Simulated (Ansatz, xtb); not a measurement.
## Relative energy of two isomers of C4H7ClO

We compare X, `CC1(Cl)COC1`, a singlet, with Y, `C[C@@H]1OC[C@@H]1Cl`, a singlet. Both are isolated molecules in the gas phase, relaxed with PBE-D3(BJ)/def2-SVP.

Quicker runs give these differences E(Y) − E(X): GFN2-xTB +4.98 kJ/mol; HF/STO-3G −2.53 kJ/mol (at GFN2-xTB geometries); r2SCAN-D4/def2-SVP −5.84 kJ/mol (at GFN2-xTB geometries).

Question: Estimate E(Y) − E(X) at the level CCSD(T)/def2-SVP + ΔMP2/def2-TZVPP.

Answer: CCSD(T)/def2-SVP + ΔMP2/def2-TZVPP gives E(Y) − E(X) = −1.86 kJ/mol, slightly favouring structure Y, which is too small a margin to settle the true order.

The same difference at several levels:

```
                             level             geometry  E(Y) − E(X) (kJ/mol)  departure from the last row (kJ/mol)  job, with rough time for the two
                          GFN2-xTB             GFN2-xTB                   +4.98                                 +6.84              optimisation, 0.14 s
                         HF/STO-3G             GFN2-xTB                   −2.53                                 −0.68              single point, 0.34 s
                r2SCAN-D4/def2-SVP             GFN2-xTB                   −5.84                                 −3.98               single point, 2.2 s
               PBE-D3(BJ)/def2-SVP  PBE-D3(BJ)/def2-SVP                   −5.80                                 −3.94                optimisation, 14 s
                       HF/def2-SVP  PBE-D3(BJ)/def2-SVP                   −5.89                                 −4.03           part of the CCSD(T) run
                      MP2/def2-SVP  PBE-D3(BJ)/def2-SVP                   −0.62                                 +1.23           part of the CCSD(T) run
                  CCSD(T)/def2-SVP  PBE-D3(BJ)/def2-SVP                   −1.88                                 −0.02                      single point
CCSD(T)/def2-SVP + ΔMP2/def2-TZVPP  PBE-D3(BJ)/def2-SVP                   −1.86                                                      single point, 29 s
```

As drawn, both hold the same kinds of bond in the same numbers.

The largest departure from CCSD(T)/def2-SVP + ΔMP2/def2-TZVPP is that of GFN2-xTB, 6.84 kJ/mol. The last row adds to CCSD(T) the change of the MP2 difference between the two basis sets, here +0.02 kJ/mol.

With thermal terms from frequencies at re-optimised GFN2-xTB minima (ideal gas, soft modes damped towards free rotors, one conformer each, 298.15 K, 1 atm): on the last row, ΔE + ΔZPE = −1.22, ΔH = −1.27, ΔG = −1.81 kJ/mol.

The correlated steps freeze 10 core orbitals. Mirror images aren't counted in ΔG. Codes used: Ansatz 0.2.0, xtb 6.7.1; the last row on 2 threads of AMD EPYC 9R45 96-Core Processor (Zen 5) on a shared host.
